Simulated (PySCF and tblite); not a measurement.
2-butanone, C4H8O, numbered as in [CH3:1][CH2:2][C:3]([CH3:4])=[O:5].

Conformers came from 90 starts (ETKDG and KDG, MMFF94s, GFN2-xTB); geometries are PBE0-D3(BJ)/def2-SVP. Free energies are PBE0-D3(BJ)/def2-TZVP (IEF-PCM, chloroform) single points with GFN2-xTB rigid-rotor and vibrational terms (modes under about 100 cm⁻¹ blended into free rotors). Symmetry numbers and mirror images are counted. Conformers within 3 kcal/mol (GFN2-xTB free energy) were kept, 8 at most. GIAO shieldings: WP04/pcSseg-1 (IEF-PCM, chloroform). Shifts are against TMS (¹H), TMS (¹³C) at the same level. (PySCF 2.14, tblite 0.8.)

Torsions listed: C1–C2–C3–O5. Of a mirror pair one member is shown.

```json
{"conformer": "1", "shape": "-6°", "weight %": "87.9", "dipole D": "3.60"}
{"conformer": "2", "shape": "-90°", "weight %": "12.1", "dipole D": "3.66"}
```

Q: How do the computed shifts compare with measured ones?

A: 
```
nucleus  signal  leading conformer  average  measured  medium
     ¹H      H1               0.98     1.01      0.96  THF-d8
     ¹H      H2               2.35     2.33      2.39  THF-d8
     ¹H      H4               2.16     2.16      2.03  THF-d8
    ¹³C      C1               11.6     12.2      7.87  THF-d8
    ¹³C      C2               40.2     40.4     36.59  THF-d8
    ¹³C      C3              219.4    219.7    207.05  THF-d8
    ¹³C      C4               32.6     32.5     28.92  THF-d8
```

Measured values: Fulmer et al., Organometallics 2010, 29, 2176; Pretsch, Buehlmann, Badertscher, Structure Determination of Organic Compounds, 4th ed. (2009). Mean difference for ¹H: 0.04 ppm, scatter 0.08 ppm. Mean difference for ¹³C: 6.09 ppm, scatter 3.80 ppm. The computed shifts are unscaled and lack vibrational corrections.
